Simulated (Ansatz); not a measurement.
Relaxed structures of BSiH4S, doublet (PBE0-D4/def2-TZVP; forces vanish, vibrations not checked; lower isomers may exist, and structures with a doubtful reference or unclear bonds are left out; Å). Computed with Ansatz 0.2.0 (basis: def2-TZVPP); correlated methods freeze the cores; orbitals are unrestricted.

**Question.** Rank them by CCSD(T) energy, lowest first, and give each one's height above the lowest. Links in brackets join atoms within 1.22 times the sum of their covalent radii (1.1 for two metals). (An estimate is asked for; the value comes from the calculation.)
A.
BSiH₄S ([BH]1[SiH2][SH]1)
```
7
angstrom
Si -0.4421 0.7125 -0.4935
B -0.2011 -1.1539 -0.3467
S 1.2821 -0.3147 0.5318
H -0.5133 -2.2928 -0.2947
H 0.0927 1.5827 -1.5722
H -1.1411 1.5775 0.5007
H 0.9100 -0.1403 1.8339
```
B.
BSiH₄S ([SiH3][B][SH])
```
7
angstrom
Si -0.5756 0.4430 -0.3786
B 0.8836 -0.6794 0.3290
S 2.3137 -1.5684 -0.0382
H -1.8734 -0.2194 -0.0778
H -0.5069 0.6864 -1.8502
H -0.5390 1.7605 0.3116
H 2.4413 -1.3879 -1.3817
```
C.
BSiH₄S ([SiH3][BH][S])
```
7
angstrom
Si -0.6216 0.4772 -0.3147
B 0.8247 -0.6664 0.5607
S 2.0406 -1.2101 -0.4841
H -1.9304 -0.1993 -0.1015
H -0.4043 0.6818 -1.7682
H -0.6389 1.7976 0.3725
H 0.7300 -0.8808 1.7353
```
D.
BSiH₄S ([SiH2][BH][SH])
```
7
angstrom
Si -0.6685 0.1148 -0.4810
B 0.8834 -0.8028 0.2172
S 2.3274 -1.0138 -0.8063
H -1.8984 0.3224 0.3165
H -0.7659 0.6798 -1.8477
H 3.1048 -1.6751 0.0682
H 0.8712 -1.2255 1.3319
```

**Answer.** The calculation gives: C (0.000 eV), D (0.217 eV), B (0.899 eV), A (1.205 eV). Heights count from the lowest.

T1 diagnostic: at most 0.028. ⟨S²⟩ of the unrestricted Hartree–Fock references: 0.76 to 0.77 (a pure state has 0.75).

For scale, one of the runs: CCSD(T)/def2-TZVPP, 171 basis functions, launched by `ansatz run in.yaml --threads 2 --pin off --events-out ev --progress --plain --max-ram 4352MiB`. Hardware: 2 CPU threads of an Arm Neoverse V1, shared host. Wall time 96 s; peak host memory 3.2 GiB.
